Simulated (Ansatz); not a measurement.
# O3: the cost of one run

Program: Ansatz 0.2.0, driven from Python. Level of theory: PBE/cc-pVDZ. These are calculated values, not measurements.

## Step 1: Starting point

Bond lengths: O1–O2 1.236 Å, O2–O3 1.236 Å. Angles: O1–O2–O3 120.4°.

The script holds or builds the structure itself.

## Step 2: Script

File dimer.py:

```python
# -*- coding: utf-8 -*-
"""Interaction energy of two O3 molecules, with the counterpoise correction."""

import logging
import sys

import ansatz as az

logging.basicConfig(stream=sys.stdout, format="%(levelname)s %(message)s")
log = logging.getLogger("run")
log.setLevel(logging.INFO)

BASIS = "cc-pVDZ"
FUNCTIONAL = "pbe"

FIRST = [
    ("O", (0.8517, -0.5468, 0.41)),
    ("O", (-0.222, -0.3079, -0.1546)),
    ("O", (-0.6297, 0.8547, -0.2554)),
]
SECOND = [
    ("O", (-1.7123, -2.0347, 0.7)),
    ("O", (-0.9597, -2.7931, 1.3222)),
    ("O", (-1.1623, -4.0125, 1.3225)),
]

def energy(atoms, ghosts=()):
    molecule = az.Crystal.molecule()
    for symbol, xyz in atoms:
        molecule = molecule.atom(symbol, xyz)
    calc = (
        molecule.calculation()
        .basis(gaussian=BASIS)
        .functional(FUNCTIONAL)
    )
    deck = calc.input()
    if ghosts:
        deck = deck.set(az.key.basis.gaussian.ghost_atoms, [{"symbol": s, "position_ang": list(xyz)} for s, xyz in ghosts])
    return az.Session.from_dict(deck).plan().execute().report["free_energy_ev"]


def main():
    # ghost atoms carry the functions of the partner
    both = energy(FIRST + SECOND)
    alone = energy(FIRST) + energy(SECOND)
    ghosted = energy(FIRST, SECOND) + energy(SECOND, FIRST)
    log.info(f"dimer {both:.6f} eV")
    log.info(f"interaction, uncorrected   {23.060548 * (both - alone):8.3f} kcal/mol")
    log.info(f"interaction, counterpoise  {23.060548 * (both - ghosted):8.3f} kcal/mol")
    log.info(f"basis-set superposition    {23.060548 * (alone - ghosted):8.3f} kcal/mol")


if __name__ == "__main__":
    main()
```

## Step 3: The input behind the calls

The package turns the script's settings into the engine's input (first run):

```yaml
crystal:
  periodic: [false, false, false]
  atoms:
    - { symbol: O, position_ang: [0.8517, -0.5468, 0.41] }
    - { symbol: O, position_ang: [-0.222, -0.3079, -0.1546] }
    - { symbol: O, position_ang: [-0.6297, 0.8547, -0.2554] }
    - { symbol: O, position_ang: [-1.7123, -2.0347, 0.7] }
    - { symbol: O, position_ang: [-0.9597, -2.7931, 1.3222] }
    - { symbol: O, position_ang: [-1.1623, -4.0125, 1.3225] }
basis:
  gaussian:
    orbitals: cc-pVDZ
hamiltonian:
  xc: pbe
```

## Step 4: The run

Command:

```sh
python dimer.py
```

Q: Estimate wall time and peak memory on 1 thread of Arm Neoverse V2, shared host.

About 4.4 s, with a peak of 0.16 GiB.
